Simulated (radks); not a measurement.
**Valence configurations of S³⁺**

One table from this session's results is given with a row withheld; the runs are named, their logs left out.

Program: radks (a radial shooting solver on a logarithmic mesh, Libxc functionals) version 1. Level of theory: scalar-relativistic Kohn-Sham, r2SCAN, spin-unpolarised, spherical densities, finite nucleus. These are calculated values, not measurements, unless marked.

### The atom as given

* element: sulfur (Z = 16)
* charge: +3
* electrons: 13
* configuration: [Ne] 3s2 3p1
* nuclear rms radius: 3.2611 fm
* others tried: 3s1.5 3p1.5; 3s1 3p2; 3p3; 3s0.5 3p2.5

Outer shells as boxes (Hund's rule):

S³⁺
```
[Ne] core
3s [↑↓]
3p [↑ ][  ][  ]
```

Set-up of the first run:

Input:

```text
Z 16
configuration [Ne] 3s2 3p1
relativity scalar-relativistic
functional r2scan,r2scan
spin unpolarised
nucleus finite rms 3.2611 fm
c 137.035999084
```

Steps of the session up to this table: [Ne] 3s2 3p1.

One table of the session follows, with a row left open; its other results are not shown here.

It belongs to the step «[Ne] 3s2 3p1». Sizes of the orbitals, from the radial functions (bohr):

| level | <r> | outermost maximum (interpolated) | 90 % within | nodes |
| --- | --- | --- | --- | --- |
| 1s | 0.09686 | 0.0633 | 0.173 | 0 |
| 2s | 0.4760 | 0.387 | 0.745 | 1 |
| 2p | ? | ? | ? | ? |
| 3s | 1.530 | 1.34 | 2.26 | 2 |
| 3p | 1.663 | 1.45 | 2.50 | 1 |

**Question.** Estimate the row for 2p.

**Answer.** <r>: 0.4401; outermost maximum (interpolated): 0.326; 90 % within: 0.731; nodes: 0. In the column «<r>» it lies between 1s (0.09686) and 2s (0.4760).
